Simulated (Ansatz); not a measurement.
Basis sets compared for AlH2(CCH) (C2H3Al). The state is a singlet with charge 0. Geometry PBE-D4/def2-TZVP. Ansatz on 4 threads of Arm Neoverse N1 on a shared host; times are rough, and most runs start from earlier orbitals.

Cartesian coordinates in Å:
```
Al 0.9745 0.1200 0.8330
H 2.4012 0.5502 0.2796
H 0.7061 -0.1688 2.3728
C -0.4740 -0.0570 -0.4020
C -1.3984 -0.1721 -1.1937
H -2.2094 -0.2723 -1.8897
```

B3LYP takes the VWN-RPA correlation.

Binding counts from free atoms (Al doublet, H doublet, C triplet) in the same basis, without a counterpoise term.

```csv
level,functions,energy (Eh),HOMO (eV),LUMO (eV),binding per atom (eV),wall time
HF/STO-3G,22,-315.4763,-7.93,7.64,3.73,0.1 s
HF/6-31G,37,-319.2676,-10.49,0.88,2.55,0.15 s
PBE-D4/def2-SVP,61,-319.9829,-6.73,-2.62,3.82,0.45 s
B3LYP-D4/6-31G,37,-320.3441,-7.54,-2.06,3.58,0.45 s
PBE0-D4/def2-SVP,61,-320.0143,-7.96,-1.85,3.75,0.5 s
```

Problem. Estimate the rows for HF/def2-TZVP, PBE-D4/def2-TZVP (with forces), B3LYP-D4/def2-TZVP, PBE0-D4/def2-TZVP.

Solution. 
```json
{"level": "HF/def2-TZVP", "functions": "117", "energy (Eh)": "-319.3714", "HOMO (eV)": "-10.70", "LUMO (eV)": "0.90", "binding per atom (eV)": "2.78", "wall time": "0.45 s"}
{"level": "PBE-D4/def2-TZVP (with forces)", "functions": "117", "energy (Eh)": "-320.1571", "HOMO (eV)": "-6.83", "LUMO (eV)": "-2.67", "binding per atom (eV)": "3.80", "wall time": "1 s"}
{"level": "B3LYP-D4/def2-TZVP", "functions": "117", "energy (Eh)": "-320.4386", "HOMO (eV)": "-7.79", "LUMO (eV)": "-2.10", "binding per atom (eV)": "3.74", "wall time": "1 s"}
{"level": "PBE0-D4/def2-TZVP", "functions": "117", "energy (Eh)": "-320.1857", "HOMO (eV)": "-8.02", "LUMO (eV)": "-1.88", "binding per atom (eV)": "3.73", "wall time": "1.3 s"}
```
